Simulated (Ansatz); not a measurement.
# BH4N: the cost of one run

Method: PBE0-D4/def2-TZVP structures, single points in def2-TZVPP, no counterpoise correction; program: Ansatz 0.2.0, Gaussian basis.

Levels: SPW92, PBE-D4, BLYP-D4, r2SCAN-D4, B97M-V, PBE0-D4, B3LYP-D4, r2SCAN0-D4, BHLYP-D4, CAM-B3LYP-D4, wB97X-V, wB97M-V, B2PLYP, PBE-QIDH, RPA on PBE, Hartree-Fock, MP2, CCSD, CCSD(T).

Correlated methods freeze the cores. B3LYP uses VWN-RPA correlation. B2PLYP carries no dispersion term here.

94 further runs of the same task are left out: 94 set aside as unsound or not needed.

## Step 1: The starting structure

The complex: 8 atoms, charge 0, spin multiplicity 1.

Atoms are counted from 1 here; the program's logs count them from 0.

Bond lengths: B1–H3 1.195 Å, B1–H4 1.195 Å, B1–N6 1.394 Å, Cl2–H5 1.294 Å, N6–H7 1.008 Å, N6–H8 1.008 Å. Angles: H3–B1–H4 122.5°, H3–B1–N6 118.7°, H4–B1–N6 118.7°, B1–N6–H7 122.9°, B1–N6–H8 122.9°, H7–N6–H8 113.3°.

Coordinates:

```xyz
8

B    -0.7058   -0.8214    0.4672
Cl    0.9354    1.2424   -2.4267
H    -1.8636   -0.5329    0.4076
H    -0.3108   -1.9347    0.2883
H     0.5627    0.7335   -1.2972
N     0.2229    0.1851    0.7269
H     1.2032    0.0009    0.8692
H    -0.0441    1.1270    0.9649
```

Its parts: BNH4 holds atoms 1, 3, 4, 6, 7, 8; HCl holds atoms 2, 5. Each part counts its atoms afresh in its own runs.

## Step 2: Relaxing BNH4 alone

The input, relax-a/in.yaml:

```yaml
crystal:
  periodic: [false, false, false]
  atoms:
    - {symbol: B, position_ang: [-0.705764, -0.821435, 0.467207]}
    - {symbol: H, position_ang: [-1.863592, -0.532866, 0.407566]}
    - {symbol: H, position_ang: [-0.310782, -1.934707, 0.288293]}
    - {symbol: N, position_ang: [0.222874, 0.185110, 0.726892]}
    - {symbol: H, position_ang: [1.203191, 0.000934, 0.869152]}
    - {symbol: H, position_ang: [-0.044144, 1.127042, 0.964895]}
basis:
  gaussian: {orbitals: def2-TZVP}
hamiltonian: {xc: pbe0, dispersion: d4}
relax: {f_tol: 0.005, max_steps: 200}
```

On the command line:

```console
$ ansatz run in.yaml --threads 2 --pin off --events-out ev --progress --plain --max-ram 4352MiB
```

**Question.** How long does this run take on 2 threads of Intel Xeon 6975P-C, shared host?

About 2.9 s.
